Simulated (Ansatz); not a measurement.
# CH₄S (singlet): the correlation ladder, cc-pV(Q+d)Z

The task here is to estimate one member of a computed series from the others.

Method: cc-pV(Q+d)Z, core rule «outside noble gas», up to 6 orbitals frozen; program: Ansatz 0.2.0, Gaussian basis.

To be run: UHF; CCSD(T) on RHF; BCCD(T) on RHF; CASSCF and NEVPT2, 14 electrons in 12 orbitals.

18 further runs of the same task are left out: 1 that didn't finish, 17 set aside as unsound or not needed.

## The geometry

The geometry is an MP2(full)/6-31G* stationary point (not a proven minimum).

6 atoms, charge 0, spin multiplicity 1.

Atoms are counted from 1 here; the program's logs count them from 0.

Bond lengths: C1–S2 1.814 Å, C1–H4 1.090 Å, C1–H5 1.090 Å, C1–H6 1.090 Å, S2–H3 1.340 Å. Angles: S2–C1–H4 106.6°, S2–C1–H5 111.6°, S2–C1–H6 111.6°, H4–C1–H5 108.5°, H4–C1–H6 108.5°, H5–C1–H6 109.9°, C1–S2–H3 96.8°.

Set-up of the first run:

The input, in.yaml:

```yaml
crystal:
  periodic: [false, false, false]
  atoms:
    - {symbol: C, position_ang: [-0.026122, 1.227299, 0.000000]}
    - {symbol: S, position_ang: [-0.026122, -0.587076, 0.000000]}
    - {symbol: H, position_ang: [1.304907, -0.745469, 0.000000]}
    - {symbol: H, position_ang: [-1.070770, 1.539208, 0.000000]}
    - {symbol: H, position_ang: [0.454080, 1.628987, 0.892259]}
    - {symbol: H, position_ang: [0.454080, 1.628987, -0.892259]}
basis:
  gaussian: {orbitals: "cc-pV(Q+d)Z.json"}
magnetization: {spin_polarized: true, initial_magnetization: 0}
hamiltonian: {xc: hf}
output: {orbitals: {seedname: orbitals}}
```

Launch:

```bash
$ ansatz run in.yaml --threads 1 --pin off --events-out ev --progress --plain --max-ram 3956MiB --backend cpu
```

Among the steps run: UHF; CCSD(T) on RHF; BCCD(T) on RHF; CASSCF and NEVPT2, 14 electrons in 12 orbitals.

One table of the session follows, with a row left open; its other results are not shown here.

| method | from RCCSD(T) (meV) |
| --- | --- |
| RHF | +11913.4 |
| RMP2 | +1290.0 |
| RCCSD | ? |
| RCCSD(T) | 0 |
| BCCD(T) | -2.2 |
| CASSCF valence | +9054.7 |
| NEVPT2 valence | +1919.8 |

Q: Estimate the row for RCCSD from the others.

The run gave: from RCCSD(T) (meV): +484.0. In the column «from RCCSD(T) (meV)» it lies between RCCSD(T) (0) and RMP2 (+1290.0).

With the free atoms at the same levels and basis (separate runs), the atomisation energy is 20.372 eV at RCCSD(T), 15.219 eV at RHF.
